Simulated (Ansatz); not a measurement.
A run on CH7PSi, SMILES `C[SiH2]P` with other settings.

```yaml
crystal:
  periodic: [false, false, false]
  atoms:
    - {symbol: C, position_ang: [-1.011422, 0.677609, -0.906142]}
    - {symbol: Si, position_ang: [-0.143721, -0.646638, 0.090983]}
    - {symbol: P, position_ang: [1.255918, 0.329450, 1.570375]}
    - {symbol: H, position_ang: [-1.729046, 0.230130, -1.597781]}
    - {symbol: H, position_ang: [-0.293366, 1.256957, -1.491129]}
    - {symbol: H, position_ang: [-1.550293, 1.365089, -0.250530]}
    - {symbol: H, position_ang: [0.563787, -1.592372, -0.816077]}
    - {symbol: H, position_ang: [-1.129534, -1.427509, 0.888341]}
    - {symbol: H, position_ang: [1.888898, -0.890883, 1.928289]}
    - {symbol: H, position_ang: [2.231679, 0.646869, 0.586774]}
basis:
  gaussian: {orbitals: "6-31G*"}
hamiltonian: {xc: {name: BHLYP}, dispersion: d3bj}
scf: {lower_state_search: off}
```

```sh
$ ansatz run in.yaml --threads 2 --pin off --events-out ev --progress --plain --max-ram 4352MiB
```

Shortened log:

```
Functional definition: BHLYP
696 factors; integrals over basis functions are off by at most 7.2e-4 eV
mean field evaluation 1: about -18313.1713 eV, gradient 3.0e1 eV
mean field evaluation 2: about -18313.8918 eV, gradient 2.5e1 eV
mean field evaluation 4: about -18315.3945 eV, gradient 1.4e0 eV
mean field evaluation 8: about -18315.8462 eV, gradient 1.3e-1 eV
mean field evaluation 16: about -18315.8463 eV, gradient 1.1e-5 eV
mean field -18315.84627051 eV, -673.0949355148 hartree, gradient 1.9e-6 eV, S^2 0.000000; 0 other end points of the search recorded, 0 dependent functions left out
reference -18315.84642824 eV, -673.0949413112 hartree; 21, 21 occupied and 46, 46 virtual orbitals, 696 factors
Total energy: -18316.15753983 eV, -673.1063744511 hartree
Checks for a lower state left out: stability, starts, cluster_reference, orbital_swaps, neighbouring_geometries, increment
```

It took 0.85 s on 2 threads of an Arm Neoverse V1 on a shared host, with 0.1 GiB of host memory at the peak.
